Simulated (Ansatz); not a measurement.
For CaB6-type LaB6, PBEsol (Ansatz, an electronic-structure program, PAW) gives:

* **lattice parameter a**: 4.130 Å
* **bulk modulus**: 180 GPa

Problem. What does r²SCAN+SOC (Ansatz, PAW) give for the same quantities?

Solution. 
- lattice constant a: 4.153 Å (increases by 0.6 %)
- bulk modulus: 180 GPa (stays essentially unchanged)

For comparison: lattice constant a 4.157 Å (measured, 296 K, no zero-point or thermal correction; as tabulated in Tsubota and Kitagawa (2017), doi:10.1038/s41598-017-15766-y); bulk modulus 164 ± 2 GPa (measured, room temperature, no zero-point or thermal correction, isothermal; as tabulated in LaB6 under pressure, Phys. Rev. B 80, 172104 (doi 10.1103/PhysRevB.80.172104)).

Changes are worked out from the printed values.

Unless a cell is named, each level is at its own relaxed cell (PBEsol 10.06, r²SCAN+SOC 10.23 Å³/atom).

Ansatz's density-functional and Hartree–Fock values are scalar-relativistic unless marked +SOC, with PAW data made under PBE.
